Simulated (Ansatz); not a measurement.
Cs2AgBiBr6 (Fm-3m, No. 225), treated with r²SCAN in Ansatz (PAW).

Settings: plane-wave cutoff 560 eV, 6×6×6 k mesh, Fermi–Dirac smearing 0.01 eV, no spin polarisation, scalar-relativistic PAW data made under PBE.

Cell (relaxed at this level):

```yaml
crystal:
  lattice:
    - [0.00000, 5.67224, 5.67224]
    - [5.67224, 0.00000, 5.67224]
    - [5.67224, 5.67224, 0.00000]
  atoms:
    - { symbol: Bi, position: [0.00000, 0.00000, 0.00000] }
    - { symbol: Ag, position: [0.50000, 0.50000, 0.50000] }
    - { symbol: Cs, position: [0.25000, 0.25000, 0.25000] }
    - { symbol: Cs, position: [0.75000, 0.75000, 0.75000] }
    - { symbol: Br, position: [0.25187, 0.74813, 0.25187] }
    - { symbol: Br, position: [0.25187, 0.74813, 0.74813] }
    - { symbol: Br, position: [0.74813, 0.25187, 0.74813] }
    - { symbol: Br, position: [0.74813, 0.25187, 0.25187] }
    - { symbol: Br, position: [0.25187, 0.25187, 0.74813] }
    - { symbol: Br, position: [0.74813, 0.74813, 0.25187] }
```

Problem. Estimate the band gap, smallest direct gap on the k points sampled and direct gap at Γ that the calculation returns.

Solution. 
- band gap: 1.67 eV
- smallest direct gap on the k points sampled: 2.76 eV
- direct gap at Γ: 3.30 eV

Spin–orbit coupling is not included; with these elements it can move the gap by several tenths of an eV or more.

The result took around 3 core-minutes (rough).

Ansatz is an electronic-structure program.
